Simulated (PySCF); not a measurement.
Species: C₃H₈FO (charge +1).
Atom-mapped SMILES: `[CH3:1][O+:2]([CH3:3])[CH2:4][F:5]` (hydrogens: H6, H7, H8 on C1; H9, H10, H11 on C3; H12, H13 on C4)

A GFN2-xTB structure was refined with PySCF, PBE0-D3(BJ)/def2-SVP geometry optimisation, gas phase. Its GFN2-xTB values:

```tsv
coordinate	GFN2-xTB
C1–O2	1.373 Å
C1–H6	1.085 Å
O2–C4	1.339 Å
C4–F5	1.336 Å
C4–H12	1.148 Å
C1–O2–C3	109.2°
C1–O2–C4	116.5°
O2–C4–F5	113.1°
C1–O2–C4–F5	-58°
```

Task: How do these coordinates change at the PBE0-D3(BJ)/def2-SVP level?

Result: 
```
 coordinate  PBE0-D3(BJ)/def2-SVP (Å or °)  change
      O2–C4                          1.459  +0.120
      C1–O2                          1.471  +0.098
     C4–H12                          1.099  -0.049
      C4–F5                          1.323  -0.013
      C1–H6                          1.095  +0.010
   C1–O2–C3                          115.0    +5.8
   O2–C4–F5                          108.3    -4.8
   C1–O2–C4                          115.3    -1.2
C1–O2–C4–F5                            -69     -11
```

The energy falls by 1.316 eV over 14 energy and gradient evaluations, the largest force component goes from 0.1530 to 2.9e-04 Eh/bohr, and the atoms move by 0.107 Å rms after alignment. The bond that changes most is O2–C4 (oxonium oxygen to sp3 C–F carbon), which lengthens by 0.120 Å. Bonds longer at the end by more than 0.005 Å: 5 of 12; shorter: 7. Among the dihedrals that turn most is C3–O2–C4–H13, from -63° to -51°. Rotational constants go from 7472, 4572, 3696 to 6902, 4205, 3286 MHz.

The run used 110 basis functions and 85 SCF cycles in all.

Stationary, but not proved a minimum.

One conformer stands for the species.
